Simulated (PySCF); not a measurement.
`InChI=1S/C6H10/c1-5(2)6-3-4-6/h3,5H,4H2,1-2H3`

Molfile (atoms numbered from 1):
```
C6H10
     RDKit          3D

 16 16  0  0  0  0  0  0  0  0999 V2000
   -1.2791    0.2942   -1.1443 C   0  0  0  0  0  0  0  0  0  0  0  0
   -0.4022    0.3111    0.1022 C   0  0  0  0  0  0  0  0  0  0  0  0
   -0.9518   -0.5876    1.2116 C   0  0  0  0  0  0  0  0  0  0  0  0
    0.9948   -0.0606   -0.2141 C   0  0  0  0  0  0  0  0  0  0  0  0
    1.9110   -0.4608   -1.0435 C   0  0  0  0  0  0  0  0  0  0  0  0
    2.3602   -0.2577    0.3752 C   0  0  0  0  0  0  0  0  0  0  0  0
   -0.8787    0.9620   -1.9214 H   0  0  0  0  0  0  0  0  0  0  0  0
   -1.3301   -0.7217   -1.5670 H   0  0  0  0  0  0  0  0  0  0  0  0
   -2.3053    0.6160   -0.9102 H   0  0  0  0  0  0  0  0  0  0  0  0
   -0.3685    1.3431    0.5009 H   0  0  0  0  0  0  0  0  0  0  0  0
   -0.3042   -0.5654    2.1006 H   0  0  0  0  0  0  0  0  0  0  0  0
   -1.9594   -0.2622    1.5116 H   0  0  0  0  0  0  0  0  0  0  0  0
   -1.0194   -1.6318    0.8677 H   0  0  0  0  0  0  0  0  0  0  0  0
    2.2197   -0.7538   -2.0431 H   0  0  0  0  0  0  0  0  0  0  0  0
    2.5607   -1.1304    1.0194 H   0  0  0  0  0  0  0  0  0  0  0  0
    2.9739    0.6197    0.6405 H   0  0  0  0  0  0  0  0  0  0  0  0
  1  2  1  0
  2  3  1  0
  2  4  1  0
  4  5  2  0
  5  6  1  0
  6  4  1  0
  1  7  1  0
  1  8  1  0
  1  9  1  0
  2 10  1  0
  3 11  1  0
  3 12  1  0
  3 13  1  0
  5 14  1  0
  6 15  1  0
  6 16  1  0
M  END
```

Level of theory: PySCF 2.14.0, GIAO B97-2/pcSseg-1 magnetisability, rotational g tensor and spin-rotation constants, non-relativistic, gas phase. Geometry: PBE0-D3(BJ)/def2-SVP.

**Question.** Give the nuclear spin-rotation constants along the inertial axes (H = +C I·J) beside the isotropic shieldings.

**Answer.** Rotational constants 6.0425, 2.6348, 2.0269 GHz. A star marks the isotopologue with that one atom substituted, in its own axes.
```
atom  isotope  Caa (kHz)  Cbb (kHz)  Ccc (kHz)  mean (kHz)  σ (ppm)
  H7       1H     -0.536     -0.042     -0.160      -0.246     29.9
  H8       1H     -0.668     -0.273      0.048      -0.298     30.3
  H9       1H      0.122     -0.281     -0.211      -0.123     30.2
 H10       1H     -0.558     -0.275      0.059      -0.258     28.9
 H11       1H     -0.404     -0.039     -0.201      -0.215     29.7
 H12       1H      0.113     -0.280     -0.210      -0.125     30.2
 H13       1H     -0.680     -0.292      0.047      -0.308     30.8
 H14       1H     -0.520      0.132     -0.142      -0.177     24.8
 H15       1H     -0.534     -0.062     -0.146      -0.247     30.2
 H16       1H     -0.394     -0.263     -0.041      -0.233     30.3
  C1     13C*      0.919      0.364      0.330       0.538    162.0
  C2     13C*      0.993      0.472      0.305       0.590    153.7
  C4     13C*      2.733      0.899      0.335       1.322     52.8
  C5     13C*      1.480      1.091      0.330       0.967     80.9
  C6     13C*      1.092      0.432      0.106       0.544    174.3
```
For the geometry as given, no vibrational averaging.

**Question.** How do the rotational constants and the g tensor change when H7, H8, H9, H10, H11, H12, H13, H14, H15, H16 are replaced by deuterium?

**Answer.** Constants 4.4756, 2.1517, 1.6531 GHz; g -0.0190, -0.0056, 0.0028, against -0.0260, -0.0066, 0.0036 before.
